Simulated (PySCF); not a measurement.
**AlF: one state, many levels of theory**

State: ¹Σ⁺ (singlet), closed shell. Set-up: basis Al pcseg-1, F pcseg-1; no relativity; PySCF 2.14. De refers to Al + F in their high-spin ground configurations, without counterpoise correction. A positive dipole means Al(−)F(+).

```csv
Level,Re (Å),ωe (cm⁻¹),De (eV),μ (D)
RHF,1.673,811,5.00,-1.45
RHF-MP2,1.695,788,6.86,n/a
RHF-SCS-MP2,1.695,787,6.68,n/a
RHF-CCSD,1.693,791,6.48,n/a
RHF-CCSD(T),1.694,788,6.54,n/a
PBE,1.705,754,6.88,-1.39
TPSS,1.700,764,6.71,-1.31
r²SCAN,1.688,783,6.74,-1.28
B3LYP,1.692,776,6.70,-1.52
PBE0,1.688,783,6.58,-1.45
B97-3,1.693,776,6.65,-1.48
```

Which functional lies closest to RHF-CCSD(T) in De, which farthest, and by how much do they differ from it?

Closest is PBE0 (-0.6 pm in Re, -0.6 % in ωe, +0.04 eV in De against RHF-CCSD(T) in the same basis), farthest PBE (+1.1 pm in Re, -4.3 % in ωe, +0.34 eV in De). CCSD(T) converges more slowly with the basis than the functionals do and binds too weakly in this one, so the order can change at the basis-set limit.

What does a quarter of exact exchange do here, going from PBE to PBE0?

PBE0 less PBE: -1.7 pm in Re, +3.8 % in ωe, -0.30 eV in De. Exact exchange removes part of the self-interaction that spreads semilocal densities, and in most molecules shortens and stiffens the bond and lowers De; so it does here.

What does the step from GGA to meta-GGA do here, going from PBE to r²SCAN?

r²SCAN less PBE: -1.7 pm in Re, +3.8 % in ωe, -0.14 eV in De. 

Correlated steps freeze 6 core orbitals. Correlated levels converge slowly with the basis: in double zeta they bind strong bonds too weakly, by up to about 1 eV, and carry superposition errors of some tenths. Where the molecule has an RHF reference, its open-shell atoms are computed with UHF.

The whole job (state search and all levels along the bond) took about 0.87 min on 1 thread of Arm Neoverse N1 (shared host), peak memory 0.37 GiB.
